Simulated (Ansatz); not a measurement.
C3H6N2O can be A, `N/C=C(\N)C=O`, or B, `CN(C=N)C=O`.

Isolated molecules relaxed with PBE0-D4/def2-TZVP in Ansatz; ΔE leaves out vibrations. CCSD(T)/CBS is the MP2 limit (def2-TZVPP, def2-QZVPP) plus CCSD(T) − MP2 in def2-TZVPP, frozen cores. DFT in def2-TZVPP. B3LYP here is the variant with VWN-RPA as its local correlation; programs differ in this. One conformer a species, not always the lowest.

A:

```xyz
12

N     1.512    1.185    0.478
C     0.727    0.597   -0.432
C    -0.297   -0.237   -0.122
N    -0.565   -0.500    1.255
C    -1.081   -0.827   -1.187
O    -0.927   -0.656   -2.380
H     1.304    1.021    1.450
H     2.230    1.832    0.220
H     0.931    0.798   -1.478
H    -1.507   -0.244    1.520
H    -0.432   -1.475    1.494
H    -1.896   -1.494   -0.819
```

B:

Z-matrix (Å, degrees):
```
C
N 1 1.443
H 1 1.087 2 107.7
H 1 1.093 2 110.6 3 -119.5
H 1 1.093 2 110.6 3 119.5
C 2 1.386 1 120.5 3 -179.8
C 2 1.374 1 119.9 3 0.2
N 6 1.262 2 128.2 1 -0.0
H 6 1.091 2 112.7 1 180.0
O 7 1.203 2 124.9 1 0.0
H 7 1.103 2 112.0 1 -180.0
H 8 1.018 6 112.6 2 -0.0
```

(1) Which is lower in electronic energy at CCSD(T)/CBS, and by how much? (An estimate is asked.)

(2) Give E(B) − E(A) in kcal/mol with B2PLYP, r2SCAN-D4, B3LYP, PBE-D4, B3LYP-D4, MP2/def2-TZVPP, HF/def2-TZVPP. (An estimate is asked.)

Largest T1 diagnostic: 0.016.

Results:

(1) The calculation gave: B, by 8.6 kcal/mol.

(2) Computed: B2PLYP -8.4, r2SCAN-D4 -7.6, B3LYP -7.1, PBE-D4 -6.7, B3LYP-D4 -7.3, MP2/def2-TZVPP -9.6, HF/def2-TZVPP -10.0. None reverses the order clearly.
